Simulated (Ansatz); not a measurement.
**CHCl+ (doublet): from Hartree-Fock to the top rungs, def2-TZVPP**

An exercise on one series of results from a longer session: the logs are not shown, and one member is left open.

The runs use Ansatz 0.2.0, Gaussian basis; def2-TZVPP, core rule «outside noble gas», up to 6 orbitals frozen.

Plan: UHF; ROHF; CCSD(T) on UHF.

2 further runs of the same task are left out: 2 set aside as unsound or not needed.

**The system**

The geometry is a PBE0/def2-TZVP stationary point (not a proven minimum) of the parent state, kept for this charge and spin.

3 atoms, charge 1, spin multiplicity 2.

Atoms are counted from 1 here; the program's logs count them from 0.

Bond lengths: C1–Cl2 1.682 Å, C1–H3 1.112 Å. Angles: Cl2–C1–H3 102.4°.

The first run:

File in.yaml:

```yaml
crystal:
  periodic: [false, false, false]
  atoms:
    - {symbol: C, position_ang: [0.000000, -0.159533, 1.214848]}
    - {symbol: Cl, position_ang: [0.000000, 0.028656, -0.456279]}
    - {symbol: H, position_ang: [0.000000, 0.893064, 1.572802]}
basis:
  gaussian: {orbitals: def2-TZVPP}
total_charge: 1
magnetization: {spin_polarized: true, initial_magnetization: 1}
hamiltonian: {xc: hf}
output: {orbitals: {seedname: orbitals}}
```

Started as:

```sh
$ ansatz run in.yaml --threads 1 --pin off --events-out ev --progress --plain --max-ram 4096MiB --backend cpu
```

Among the steps run: UHF; ROHF; CCSD(T) on UHF.

One of the session's tables, all rows but one given; the rest of the session is left out.

It belongs to the step «Misses and costs». 

```
  method  from UCCSD(T) (kJ/mol)
    ROHF                  +928.7
     UHF                       ?
    UMP2                  +129.4
   UCCSD                   +49.9
UCCSD(T)                       0
```

**Question.** Estimate the row for UHF.

The run gave: from UCCSD(T) (kJ/mol): +916.5. In the column «from UCCSD(T) (kJ/mol)» it lies between UMP2 (+129.4) and ROHF (+928.7).
